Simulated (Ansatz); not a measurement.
**C8H18: up Jacob's ladder to CCSD(T)**

Aim: compute C8H18 with functionals from several rungs and with coupled cluster, and see how far each lands from CCSD(T) at the basis-set limit for the atomisation energy.

The runs use Ansatz 0.2.0, Gaussian basis; functionals in def2-TZVPP, the program's frozen cores in correlated methods.

Plan: PBE-D4, r2SCAN-D4, PBE0-D4, B3LYP-D4, ωB97X-V, ωB97M-V, B2PLYP; CCSD(T)/def2-TZVPP; MP2/def2-QZVPP; extrapolation to the limit.

## Step 1: Structure used throughout

An earlier PBE0-D4 in a triple-zeta def2 set relaxation fixed the geometry.

SMILES `CCCCCCCC`, 26 atoms, charge 0, spin multiplicity 1.

Atoms are counted from 1 here; the program's logs count them from 0.

Bond lengths: C1–C2 1.520 Å, C1–H9 1.094 Å, C1–H10 1.092 Å, C1–H11 1.092 Å, C2–C3 1.523 Å, C2–H12 1.095 Å, C2–H13 1.097 Å, C3–C4 1.522 Å, C3–H14 1.096 Å, C3–H15 1.097 Å, C4–C5 1.523 Å, C4–H16 1.096 Å, C4–H17 1.097 Å, C5–C6 1.522 Å, C5–H18 1.096 Å, C5–H19 1.097 Å, C6–C7 1.523 Å, C6–H20 1.097 Å and more. Angles: C2–C1–H9 110.9°, C2–C1–H10 111.8°, C2–C1–H11 111.3°, H9–C1–H10 107.6°, H9–C1–H11 107.7°, H10–C1–H11 107.4°, C1–C2–C3 114.0°, C1–C2–H12 109.1°, C1–C2–H13 109.5°, C3–C2–H12 108.8°, C3–C2–H13 109.1°, H12–C2–H13 106.0°, C2–C3–C4 114.1°, C2–C3–H14 108.9°, C2–C3–H15 109.0°, C4–C3–H14 109.9°, C4–C3–H15 108.6°, H14–C3–H15 106.1° and more.

As a file:

```xyz
26
charge 0, multiplicity 1
C    -2.72861    2.44864   -0.30734
C    -1.40209    2.66122    0.40465
C    -0.55658    1.40004    0.52821
C    -0.08475    0.83626   -0.80460
C     0.89049   -0.32634   -0.67530
C     0.28827   -1.57293   -0.04274
C     1.21323   -2.78334   -0.05301
C     2.46721   -2.60980    0.78901
H    -3.31918    1.67289    0.18952
H    -2.58752    2.14072   -1.34586
H    -3.32465    3.36418   -0.31602
H    -1.59359    3.05788    1.40725
H    -0.82419    3.43122   -0.12049
H    -1.12993    0.64092    1.07264
H     0.32264    1.61835    1.14656
H    -0.94643    0.51266   -1.39962
H     0.39365    1.64170   -1.37502
H     1.76090    0.00323   -0.09647
H     1.26855   -0.58767   -1.67115
H    -0.63592   -1.82461   -0.57708
H    -0.00678   -1.36129    0.99144
H     0.65792   -3.65552    0.30773
H     1.49584   -3.01092   -1.08785
H     3.06567   -3.52370    0.80137
H     2.21200   -2.36631    1.82484
H     3.10386   -1.80746    0.40934
```

## Step 2: PBE-D4 (GGA)

File in.yaml:

```yaml
crystal:
  periodic: [false, false, false]
  atoms:
    - {symbol: C, position_ang: [-2.728608, 2.448640, -0.307336]}
    - {symbol: C, position_ang: [-1.402089, 2.661224, 0.404654]}
    - {symbol: C, position_ang: [-0.556575, 1.400045, 0.528207]}
    - {symbol: C, position_ang: [-0.084753, 0.836261, -0.804597]}
    - {symbol: C, position_ang: [0.890487, -0.326344, -0.675298]}
    - {symbol: C, position_ang: [0.288267, -1.572927, -0.042745]}
    - {symbol: C, position_ang: [1.213232, -2.783338, -0.053009]}
    - {symbol: C, position_ang: [2.467211, -2.609797, 0.789009]}
    - {symbol: H, position_ang: [-3.319183, 1.672892, 0.189522]}
    - {symbol: H, position_ang: [-2.587523, 2.140719, -1.345856]}
    - {symbol: H, position_ang: [-3.324652, 3.364177, -0.316021]}
    - {symbol: H, position_ang: [-1.593588, 3.057877, 1.407254]}
    - {symbol: H, position_ang: [-0.824194, 3.431219, -0.120489]}
    - {symbol: H, position_ang: [-1.129933, 0.640925, 1.072642]}
    - {symbol: H, position_ang: [0.322644, 1.618348, 1.146559]}
    - {symbol: H, position_ang: [-0.946429, 0.512660, -1.399624]}
    - {symbol: H, position_ang: [0.393651, 1.641701, -1.375020]}
    - {symbol: H, position_ang: [1.760896, 0.003228, -0.096470]}
    - {symbol: H, position_ang: [1.268552, -0.587671, -1.671155]}
    - {symbol: H, position_ang: [-0.635920, -1.824610, -0.577077]}
    - {symbol: H, position_ang: [-0.006779, -1.361293, 0.991444]}
    - {symbol: H, position_ang: [0.657920, -3.655522, 0.307727]}
    - {symbol: H, position_ang: [1.495842, -3.010920, -1.087850]}
    - {symbol: H, position_ang: [3.065672, -3.523703, 0.801366]}
    - {symbol: H, position_ang: [2.211996, -2.366314, 1.824843]}
    - {symbol: H, position_ang: [3.103858, -1.807456, 0.409342]}
basis:
  gaussian: {orbitals: def2-TZVPP}
hamiltonian: {xc: pbe, dispersion: d4}
output: {forces: true, orbitals: {seedname: orbitals}}
```

The run is started by

```bash
$ ansatz run in.yaml --threads 4 --pin off --events-out ev --progress --plain --max-ram 41984MiB --backend cuda --devices 0, --max-vram 37GiB
```

Further steps of the session: r2SCAN-D4 (meta-GGA); PBE0-D4 (hybrid); B3LYP-D4 (hybrid); ωB97X-V (range-separated); ωB97M-V (range-separated); B2PLYP (double hybrid); CCSD(T) in def2-TZVPP; MP2 in def2-QZVPP.

Q: Predict the results of all the runs planned. Wanted: atomisation energy, CCSD(T)/CBS; farthest; mean size of error, hybrid; mean size of error, range-separated; gap, smallest and largest; T1 diagnostic; triples share of the correlation energy.

The runs gave:

| quantity | value |
| --- | --- |
| atomisation energy, CCSD(T)/CBS | 107.424 eV |
| functionals within 0.537 eV (0.5 %) | r2SCAN-D4, B3LYP-D4, ωB97X-V, ωB97M-V |
| farthest | PBE-D4 (+1.738 eV) |
| mean size of error, hybrid | 0.440 eV |
| mean size of error, range-separated | 0.209 eV |
| gap, smallest and largest | 7.65 eV (PBE-D4), 14.03 eV (ωB97X-V) |
| T1 diagnostic | 0.0085 |
| triples share of the correlation energy | 3.8 % |

In words: PBE-D4 is off by +1.738 eV. Double hybrids carry the basis error of their MP2 part in triple zeta, and no dispersion term here, so their miss is partly the set-up's. Misses under about 0.537 eV are within the doubt on the reference itself, which lacks core-valence correlation, relativity and higher excitations. Hartree-Fock recovers 76 % of the binding; the rest is correlation. The gap grows from 7.6 to 14.0 eV across the functionals, mostly with the share of exact exchange.
